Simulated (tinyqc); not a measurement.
Inside a calculation. Method: UHF in the sto-6g basis, for CH, spin multiplicity 4. One step of it, computed by the program tinyqc.

Problem. Iteration 3: building the Fock matrix. J_ij = sum D_kl (ij|kl) with D = D(alpha) + D(beta), K_ij = sum D_kl (ik|jl) for each spin; F = H + J - K(s); E = tr D H + tr D J / 2 - 0.5 sum_s tr D(s) K(s) + E_nn.

D(alpha) after iteration 2, order 1C 1s, 1C 2s, 1C 2px, 1C 2py, 1C 2pz, 2H 1s:
```
[[1.052470, -0.201889, 0.000000, 0.000000, 0.064505, -0.059170],
 [-0.201889, 0.837168, 0.000000, 0.000000, -0.314780, 0.103346],
 [0.000000, 0.000000, 1.000000, 0.000000, 0.000000, 0.000000],
 [0.000000, 0.000000, 0.000000, 1.000000, 0.000000, 0.000000],
 [0.064505, -0.314780, 0.000000, 0.000000, 0.594490, 0.267560],
 [-0.059170, 0.103346, 0.000000, 0.000000, 0.267560, 0.242896]]
```

D(beta) after iteration 2, order 1C 1s, 1C 2s, 1C 2px, 1C 2py, 1C 2pz, 2H 1s:
```
[[1.016064, -0.050246, 0.000000, 0.000000, -0.050432, -0.093167],
 [-0.050246, 0.204153, 0.000000, 0.000000, 0.150363, 0.235170],
 [0.000000, 0.000000, 0.000000, 0.000000, 0.000000, 0.000000],
 [0.000000, 0.000000, 0.000000, 0.000000, 0.000000, 0.000000],
 [-0.050432, 0.150363, 0.000000, 0.000000, 0.115006, 0.172577],
 [-0.093167, 0.235170, 0.000000, 0.000000, 0.172577, 0.273107]]
```

core Hamiltonian H = T + V (hartree), order 1C 1s, 1C 2s, 1C 2px, 1C 2py, 1C 2pz, 2H 1s:
```
[[-18.474384, -4.241353, 0.000000, 0.000000, -0.021710, -1.428366],
 [-4.241353, -5.179340, 0.000000, 0.000000, -0.197344, -2.653386],
 [0.000000, 0.000000, -4.142173, 0.000000, 0.000000, 0.000000],
 [0.000000, 0.000000, 0.000000, -4.142173, 0.000000, 0.000000],
 [-0.021710, -0.197344, 0.000000, 0.000000, -4.292528, -2.098192],
 [-1.428366, -2.653386, 0.000000, 0.000000, -2.098192, -3.578064]]
```

Two-electron integrals (ij|kl) in chemists' order, unique and non-zero (hartree):
```
(11|11) 3.543743   (21|11) 0.529462   (21|21) 0.100317   (22|11) 0.853596
(22|21) 0.199930   (22|22) 0.624844   (31|31) 0.021271   (32|31) 0.031868
(32|32) 0.138108   (33|11) 0.853598   (33|21) 0.199930   (33|22) 0.624843
(33|33) 0.673218   (41|41) 0.021271   (42|41) 0.031868   (42|42) 0.138108
(43|43) 0.036281   (44|11) 0.853598   (44|21) 0.199930   (44|22) 0.624843
(44|33) 0.600655   (44|44) 0.673218   (51|51) 0.021271   (52|51) 0.031868
(52|52) 0.138108   (53|53) 0.036281   (54|54) 0.036281   (55|11) 0.853598
(55|21) 0.199930   (55|22) 0.624843   (55|33) 0.600655   (55|44) 0.600655
(55|55) 0.673218   (61|11) 0.187231   (61|21) 0.034082   (61|22) 0.066596
(61|33) 0.066342   (61|44) 0.066342   (61|51) 0.002217   (61|52) 0.004242
(61|55) 0.067104   (61|61) 0.011909   (62|11) 0.387374   (62|21) 0.091747
(62|22) 0.308674   (62|33) 0.301987   (62|44) 0.301987   (62|51) 0.009221
(62|52) 0.057627   (62|55) 0.322048   (62|61) 0.031990   (62|62) 0.189917
(63|31) 0.010605   (63|32) 0.051901   (63|53) 0.011693   (63|63) 0.025354
(64|41) 0.010605   (64|42) 0.051901   (64|54) 0.011693   (64|64) 0.025354
(65|11) 0.308117   (65|21) 0.074103   (65|22) 0.264093   (65|33) 0.250740
(65|44) 0.250740   (65|51) 0.017194   (65|52) 0.098196   (65|55) 0.290798
(65|61) 0.027302   (65|62) 0.193596   (65|65) 0.219224   (66|11) 0.516637
(66|21) 0.124716   (66|22) 0.469517   (66|33) 0.444817   (66|44) 0.444817
(66|51) 0.017437   (66|52) 0.138550   (66|55) 0.518918   (66|61) 0.044476
(66|62) 0.348839   (66|65) 0.395382   (66|66) 0.774999
```

nuclear repulsion = 3.21037742 hartree

Give: Coulomb J; exchange K(alpha); exchange K(beta); F(alpha); F(beta); total energy of this density.

Solution.

Coulomb J (hartree), order 1C 1s, 1C 2s, 1C 2px, 1C 2py, 1C 2pz, 2H 1s:
```
[[11.0081, 1.9758, 0.0000, 0.0000, 0.0198, 0.6834],
 [1.9758, 4.6720, 0.0000, 0.0000, 0.1511, 2.3595],
 [0.0000, 0.0000, 4.6501, 0.0000, 0.0000, 0.0000],
 [0.0000, 0.0000, 0.0000, 4.6501, 0.0000, 0.0000],
 [0.0198, 0.1511, 0.0000, 0.0000, 4.7158, 2.0707],
 [0.6834, 2.3595, 0.0000, 0.0000, 2.0707, 3.6780]]
```

exchange K(alpha) (hartree), order 1C 1s, 1C 2s, 1C 2px, 1C 2py, 1C 2pz, 2H 1s:
```
[[3.6440, 0.6175, 0.0000, 0.0000, 0.0024, 0.2217],
 [0.6175, 1.0362, 0.0000, 0.0000, -0.0374, 0.5608],
 [0.0000, 0.0000, 0.8781, 0.0000, 0.0000, 0.0000],
 [0.0000, 0.0000, 0.0000, 0.8781, 0.0000, 0.0000],
 [0.0024, -0.0374, 0.0000, 0.0000, 0.8250, 0.4425],
 [0.2217, 0.5608, 0.0000, 0.0000, 0.4425, 0.6879]]
```

exchange K(beta) (hartree), order 1C 1s, 1C 2s, 1C 2px, 1C 2py, 1C 2pz, 2H 1s:
```
[[3.5555, 0.5435, 0.0000, 0.0000, 0.0022, 0.1941],
 [0.5435, 0.4251, 0.0000, 0.0000, 0.2963, 0.4385],
 [0.0000, 0.0000, 0.0842, 0.0000, 0.0000, 0.0000],
 [0.0000, 0.0000, 0.0000, 0.0842, 0.0000, 0.0000],
 [0.0022, 0.2963, 0.0000, 0.0000, 0.3273, 0.4150],
 [0.1941, 0.4385, 0.0000, 0.0000, 0.4150, 0.6322]]
```

F(alpha) (hartree), order 1C 1s, 1C 2s, 1C 2px, 1C 2py, 1C 2pz, 2H 1s:
```
[[-11.1103, -2.8830, 0.0000, 0.0000, -0.0043, -0.9666],
 [-2.8830, -1.5435, 0.0000, 0.0000, -0.0088, -0.8547],
 [0.0000, 0.0000, -0.3702, 0.0000, 0.0000, 0.0000],
 [0.0000, 0.0000, 0.0000, -0.3702, 0.0000, 0.0000],
 [-0.0043, -0.0088, 0.0000, 0.0000, -0.4017, -0.4700],
 [-0.9666, -0.8547, 0.0000, 0.0000, -0.4700, -0.5880]]
```

F(beta) (hartree), order 1C 1s, 1C 2s, 1C 2px, 1C 2py, 1C 2pz, 2H 1s:
```
[[-11.0218, -2.8091, 0.0000, 0.0000, -0.0041, -0.9391],
 [-2.8091, -0.9325, 0.0000, 0.0000, -0.3425, -0.7324],
 [0.0000, 0.0000, 0.4237, 0.0000, 0.0000, 0.0000],
 [0.0000, 0.0000, 0.0000, 0.4237, 0.0000, 0.0000],
 [-0.0041, -0.3425, 0.0000, 0.0000, 0.0961, -0.4425],
 [-0.9391, -0.7324, 0.0000, 0.0000, -0.4425, -0.5323]]
```

total energy of this density = -38.143579 hartree

This density is a damped mixture and is not idempotent.
